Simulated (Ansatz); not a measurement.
# CH5BSi: basis-set convergence

One table from this session's results is given with a row withheld; the runs are named, their logs left out.

The runs use Ansatz 0.2.0, Gaussian basis; one geometry, several basis sets.

Plan: PBE0-D4/def2-SVP; ωB97M-V/def2-SVP; PBE0-D4/def2-QZVPP; ωB97M-V/def2-QZVPP; the functionals' def2-TZVPP values are taken from earlier runs.

### The geometry

All runs share one geometry, relaxed beforehand with PBE0-D4 in a triple-zeta def2 set.

SMILES `B1C[SiH2]1`, 8 atoms, charge 0, spin multiplicity 1.

Atoms are counted from 1 here; the program's logs count them from 0.

Bond lengths: B1–C2 1.486 Å, B1–Si3 1.903 Å, B1–H4 1.187 Å, C2–Si3 2.033 Å, C2–H5 1.093 Å, C2–H6 1.089 Å, Si3–H7 1.480 Å, Si3–H8 1.487 Å. Angles: C2–B1–Si3 72.5°, C2–B1–H4 132.1°, Si3–B1–H4 138.7°, B1–C2–Si3 63.3°, B1–C2–H5 124.0°, B1–C2–H6 123.2°, Si3–C2–H5 86.3°, Si3–C2–H6 139.0°, H5–C2–H6 110.8°, B1–Si3–C2 44.2°, B1–Si3–H7 126.1°, B1–Si3–H8 123.4°, C2–Si3–H7 102.1°, C2–Si3–H8 125.0°, H7–Si3–H8 110.5°.

The first run:

in.yaml

```yaml
crystal:
  periodic: [false, false, false]
  atoms:
    - {symbol: B, position_ang: [-0.998469, 0.252625, -0.555360]}
    - {symbol: C, position_ang: [-0.030914, 0.878802, 0.382583]}
    - {symbol: Si, position_ang: [0.309829, -1.060048, -0.123600]}
    - {symbol: H, position_ang: [-1.560728, 0.669895, -1.513811]}
    - {symbol: H, position_ang: [0.110452, 0.559016, 1.418071]}
    - {symbol: H, position_ang: [0.408692, 1.860825, 0.217550]}
    - {symbol: H, position_ang: [0.502555, -1.696138, 1.198502]}
    - {symbol: H, position_ang: [1.350784, -1.522176, -1.079734]}
basis:
  gaussian: {orbitals: def2-SVP}
hamiltonian: {xc: pbe0, dispersion: d4}
output: {orbitals: {seedname: orbitals}}
```

The run is started by

```console
$ ansatz run in.yaml --threads 2 --pin off --events-out ev --progress --plain --max-ram 4352MiB
```

Among the steps run: PBE0-D4 in def2-SVP; ωB97M-V in def2-SVP; PBE0-D4 in def2-QZVPP; ωB97M-V in def2-QZVPP.

One table of the session follows, with a row left open; its other results are not shown here.

It belongs to the step «Density functionals: the series». 

```
functional       basis  HOMO (eV)
   PBE0-D4    def2-SVP          ?
   PBE0-D4  def2-TZVPP      -6.95
   PBE0-D4  def2-QZVPP      -6.95
   ωB97M-V    def2-SVP      -8.98
   ωB97M-V  def2-TZVPP      -9.02
   ωB97M-V  def2-QZVPP      -9.02
```

Q: Estimate the row for PBE0-D4, def2-SVP from the others.

As computed: HOMO (eV): -6.94. In the column «HOMO (eV)» it is the highest.
